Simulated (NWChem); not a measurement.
System: disilane (Si$_{2}$H$_{6}$); SMILES [SiH3][SiH3]

NWChem input:

```
start job
memory heap 200 mb stack 900 mb global 1100 mb
geometry units angstroms noautosym nocenter noautoz
  Si     0.000000     0.000000     1.173049
  Si     0.000000     0.000000    -1.173049
  H     -1.328132    -0.453417     1.689011
  H      0.271395     1.376904     1.689011
  H      1.056737    -0.923487     1.689011
  H     -0.271395    -1.376904    -1.689011
  H      1.328132     0.453417    -1.689011
  H     -1.056737     0.923487    -1.689011
end
basis spherical
  * library aug-cc-pvdz
end
dft
  xc xpbe96 cpbe96
  iterations 150
end
property
  response 1 0.0
end
task dft property
```

Parts of the log:

```
             Northwest Computational Chemistry Package (NWChem) 7.3.0
             --------------------------------------------------------

                             Geometry "geometry" -> ""
                             -------------------------

 Output coordinates in angstroms (scale by  1.889725989 to convert to a.u.)

  No.       Tag          Charge          X              Y              Z
 ---- ---------------- ---------- -------------- -------------- --------------
    1 Si                  14.0000     0.00000000     0.00000000     1.17304900
    2 Si                  14.0000     0.00000000     0.00000000    -1.17304900
    3 H                    1.0000    -1.32813200    -0.45341700     1.68901100
    4 H                    1.0000     0.27139500     1.37690400     1.68901100
    5 H                    1.0000     1.05673700    -0.92348700     1.68901100
    6 H                    1.0000    -0.27139500    -1.37690400    -1.68901100
    7 H                    1.0000     1.32813200     0.45341700    -1.68901100
    8 H                    1.0000    -1.05673700     0.92348700    -1.68901100

 Effective nuclear repulsion energy (a.u.)      90.4178592327

  pbe96 is a nonlocal functional; adding pw91lda local functional.
                              NWChem Property Module
                              ----------------------

                                 NWChem DFT Module
                                 -----------------

 Summary of "ao basis" -> "ao basis" (spherical)
 ------------------------------------------------------------------------------
       Tag                 Description            Shells   Functions and Types
 ---------------- ------------------------------  ------  ---------------------
 Si                       aug-cc-pvdz               11       27   5s4p2d
 H                        aug-cc-pvdz                5        9   3s2p

            General Information
            -------------------
          SCF calculation type: DFT
          Wavefunction type:  closed shell.
          No. of atoms     :     8
          No. of electrons :    34
           Alpha electrons :    17
            Beta electrons :    17
          Charge           :     0
          Spin multiplicity:     1
          Use of symmetry is: off; symmetry adaption is: off
          Maximum number of iterations: 150
          AO basis - number of functions:   108
                     number of shells:    52
          Convergence on energy requested:  1.00D-06
          Convergence on density requested:  1.00D-05
          Convergence on gradient requested:  5.00D-04

              XC Information
              --------------
          PerdewBurkeErnzerhof Exchange Functional  1.000
            Perdew 1991 LDA Correlation Functional  1.000 local
           PerdewBurkeErnz. Correlation Functional  1.000 non-local

             Grid Information
             ----------------
          Grid used for XC integration:  medium
          Radial quadrature: Mura-Knowles
          Angular quadrature: Lebedev.
          Tag              B.-S. Rad. Rad. Pts. Rad. Cut. Ang. Pts.
          ---              ---------- --------- --------- ---------
          Si                  1.10       88          14.0       590
          H                   0.35       45          15.0       434
          Grid pruning is: on
          Number of quadrature shells:   446
          Spatial weights used:  Erf1

      Superposition of Atomic Density Guess
      -------------------------------------

 Sum of atomic energies:        -580.66801159

      Non-variational initial energy
      ------------------------------

 Total energy =    -581.224443
 1-e energy   =    -983.572246
 2-e energy   =     311.929944
 HOMO         =      -0.329557
 LUMO         =       0.026751

   convergence    iter        energy       DeltaE   RMS-Dens  Diis-err
 ---------------- ----- ----------------- --------- --------- ---------
 d= 0,ls=0.0,diis     1   -582.2287382340 -6.73D+02  1.06D-02  1.65D-01
 d= 0,ls=0.0,diis     2   -582.2422252917 -1.35D-02  2.58D-03  2.48D-02
 d= 0,ls=0.0,diis     3   -582.2454791689 -3.25D-03  1.27D-03  1.26D-02
 d= 0,ls=0.0,diis     4   -582.2481033356 -2.62D-03  9.12D-05  5.68D-05
 d= 0,ls=0.0,diis     5   -582.2481161366 -1.28D-05  1.74D-05  4.37D-06
 d= 0,ls=0.0,diis     6   -582.2481171131 -9.76D-07  1.46D-06  2.04D-08

         Total DFT energy =     -582.248117113061
      One electron energy =     -985.754234111095
           Coulomb energy =      356.745312254350
    Exchange-Corr. energy =      -43.657054489023
 Nuclear repulsion energy =       90.417859232708

 Numeric. integr. density =       33.999985877755

                       DFT Final Molecular Orbital Analysis
                       ------------------------------------

[...]

 DFT Linear Response polarizability / au
 Frequency  =       0.0000000 / au
              X              Y              Z
 -----------------------------------------------
 X      59.0718408     -0.0000279     -0.0000278
 Y      -0.0000279     59.0718589     -0.0000270
 Z      -0.0000278     -0.0000270     79.2877847
 -----------------------------------------------
 Eigenvalues =      59.0718205     59.0718792     79.2877847
 Isotropic   =      65.8104948
 Anisotropic =      20.2159349
 -----------------------------------------------

 Magnetic Dipole Response Matrix (nonzero elements):

 Exiting AOResponse driver routine
```

Level: PBE/aug-cc-pVDZ. Structure relaxed at the PBE0/def2-SVP level.
